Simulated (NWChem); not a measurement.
System meant: Al cation, singlet

The following NWChem deck was run.

```
start job
memory heap 200 mb stack 900 mb global 1100 mb
charge 1
geometry units angstroms noautoz
  Al     0.000000     0.000000     0.000000
end
basis spherical
  Al library def2-svp
end
dft
  odft
  mult 2
  xc xpbe96 cpbe96
  iterations 150
  mulliken
end
task dft energy
```

End of the output:

```
      Al                26.981540

 Effective nuclear repulsion energy (a.u.)       0.0000000000

            Nuclear Dipole moment (a.u.)
            ----------------------------
        X                 Y               Z
 ---------------- ---------------- ----------------
     0.0000000000     0.0000000000     0.0000000000

            XYZ format geometry
            -------------------
     1
 geometry
 Al                    0.00000000     0.00000000     0.00000000

 Summary of "ao basis" -> "" (spherical)
 ------------------------------------------------------------------------------
       Tag                 Description            Shells   Functions and Types
 ---------------- ------------------------------  ------  ---------------------
 Al                         def2-svp                 8       18   4s3p1d

  pbe96 is a nonlocal functional; adding pw91lda local functional.

                                 NWChem DFT Module
                                 -----------------

 Summary of "ao basis" -> "ao basis" (spherical)
 ------------------------------------------------------------------------------
       Tag                 Description            Shells   Functions and Types
 ---------------- ------------------------------  ------  ---------------------
 Al                         def2-svp                 8       18   4s3p1d

  number of electrons :                   12
  multiplicity        :                    2
 ------------------------------------------------------------------------
  no. of electrons and multiplicity not compatible                  12
 ------------------------------------------------------------------------
 ------------------------------------------------------------------------
  current input line :
    17: task dft energy
 ------------------------------------------------------------------------
 ------------------------------------------------------------------------
 There is an error in the input file
 ------------------------------------------------------------------------
 For more information see the NWChem manual at https://nwchemgit.github.io

0: no. of electrons and multiplicity not compatible:Received an Error in Communication
```

**Question.** Can this run be used? If not, why, and what is the fix?

**Answer.** The input was rejected before any calculation. Cause: the multiplicity doesn't fit the number of electrons (an even count wants an odd multiplicity, and the reverse). This input runs:
```
start job
memory heap 200 mb stack 900 mb global 1100 mb
charge 1
geometry units angstroms noautoz
  Al     0.000000     0.000000     0.000000
end
basis spherical
  * library def2-svp
end
dft
  xc xpbe96 cpbe96
  iterations 150
  mulliken
end
task dft energy
```
It converges to -241.91886 Ha (PBE/def2-SVP).
